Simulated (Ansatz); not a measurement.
# NH₃F (doublet): wave-function methods side by side at distance N1–H4 along a hydrogen transfer = 0.942 Å, cc-pVDZ

One table from this session's results is given with a row withheld; the runs are named, their logs left out.

Program: Ansatz 0.2.0, Gaussian basis. Level of theory: cc-pVDZ, core rule «outside noble gas», up to 2 orbitals frozen. These are calculated values, not measurements.

The runs, in order: UHF; CCSD(T) on ROHF; CCSD(T) on UHF; BCCD(T) on ROHF; CISD; CCSDT(Q) on ROHF; CCSDT(Q) on UHF; CASSCF and MRCISD+Q, 3 electrons in 3 orbitals; CASSCF and NEVPT2, 3 electrons in 3 orbitals; CASSCF and NEVPT2, 15 electrons in 11 orbitals.

11 further runs of the same task are left out: 1 for a known fault of the program, 2 for a mislabelled method, 6 that didn't finish, 2 set aside as unsound or not needed.

### The geometry

The geometry derives from fragments relaxed apart (PBE0/def2-TZVP) and kept rigid, so it is no stationary point. A hydrogen atom is moved between rigid fragments.

5 atoms, charge 0, spin multiplicity 2.

Atoms are counted from 1 here; the program's logs count them from 0.

Bond lengths: N1–H2 1.012 Å, N1–H3 1.012 Å, N1–H4 0.942 Å. Angles: H2–N1–H3 107.1°, H2–N1–H4 107.1°, H3–N1–H4 107.1°.

Geometry (Å):

```xyz
5
charge 0, multiplicity 2
N    -1.13922   -0.01582   -0.02463
H    -1.43650    0.95201   -0.02463
H    -1.43650   -0.41812    0.85563
H    -0.19722   -0.01582   -0.02463
F     1.00278   -0.01582   -0.02463
```

The first run:

Contents of in.yaml:

```yaml
crystal:
  periodic: [false, false, false]
  atoms:
    - {symbol: N, position_ang: [-1.139217, -0.015822, -0.024626]}
    - {symbol: H, position_ang: [-1.436497, 0.952012, -0.024625]}
    - {symbol: H, position_ang: [-1.436497, -0.418121, 0.855634]}
    - {symbol: H, position_ang: [-0.197217, -0.015821, -0.024626]}
    - {symbol: F, position_ang: [1.002783, -0.015821, -0.024626]}
basis:
  gaussian: {orbitals: cc-pVDZ}
magnetization: {spin_polarized: true, initial_magnetization: 1}
hamiltonian: {xc: hf}
output: {orbitals: {seedname: orbitals}}
```

On the command line:

```bash
$ ansatz run in.yaml --threads 1 --pin off --events-out ev --progress --plain --max-ram 2393MiB
```

Steps of the session up to this table: UHF; CCSD(T) on ROHF; CCSD(T) on UHF; BCCD(T) on ROHF; CISD; CCSDT(Q) on ROHF; CCSDT(Q) on UHF; CASSCF and MRCISD+Q, 3 electrons in 3 orbitals; CASSCF and NEVPT2, 3 electrons in 3 orbitals; CASSCF and NEVPT2, 15 electrons in 11 orbitals.

One table of the session follows, with a row left open; its other results are not shown here.

| method | from UCCSDT(Q) (meV) |
| --- | --- |
| ROHF | +10764.5 |
| UHF | +10534.8 |
| RMP2 | +1114.7 |
| UMP2 | +1067.0 |
| CISD | +1156.5 |
| RCCSD | +234.6 |
| UCCSD | +227.4 |
| RCCSD(T) | +46.5 |
| UCCSD(T) | ? |
| BCCD(T) | +38.0 |
| RCCSDT | +23.2 |
| UCCSDT | +22.7 |
| RCCSDT(Q) | +0.7 |
| UCCSDT(Q) | 0 |
| CASSCF pair | +10192.1 |
| NEVPT2 pair | +984.2 |
| CASSCF valence | +8576.7 |
| NEVPT2 valence | +1458.3 |

Q: Estimate the row for UCCSD(T) from the others.

**Answer.** from UCCSDT(Q) (meV): +42.2. In the column «from UCCSDT(Q) (meV)» it lies between BCCD(T) (+38.0) and RCCSD(T) (+46.5).

Not comparable, so not listed: CASSCF and MRCISD+Q, 3 electrons in 3 orbitals (they don't share determinant, frozen orbitals or solution with the rows shown, or repeat one).

Caveats from the session: Restricted and unrestricted rows rest on different reference determinants; where their highest levels disagree by more than a few hundredths of an eV, they describe different states and don't form one ladder. Warnings in the runs' records: passed over end.
